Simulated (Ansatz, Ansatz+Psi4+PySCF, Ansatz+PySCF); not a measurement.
```xyz
4

C     0.0000    0.0000    0.0348
N     0.0000    0.0000   -1.2028
H     0.0000    0.8929    0.5840
H     0.0000   -0.8929    0.5840
```

Basis set: cc-pVTZ (spherical functions). Correlated methods keep 2 orbitals frozen. Correlation on ROHF uses semicanonical orbitals with singles. Charge 0, multiplicity 2.

Computed with Ansatz (development build ahead of 0.2.0); each method stands on the lowest determinant of its kind that the runs found.

The atomization energy at this shape (free ground-state atoms in the same class of orbitals less the molecule, no zero-point energy) of doublet CH₂N:

```
      method  atomization energy
ROHF-CCSD(T)     329.55 kcal/mol
     UHF-MP2     325.22 kcal/mol
         UHF     233.81 kcal/mol
        ROHF     232.72 kcal/mol
```

(1) What does ROHF-MP2 give?

Results:

(1) 331.60 kcal/mol. Caution for ROHF-MP2, UHF-MP2: forces differ strongly between restricted and unrestricted references. Caution for UHF-MP2, UHF: the unrestricted determinant is spin contaminated.
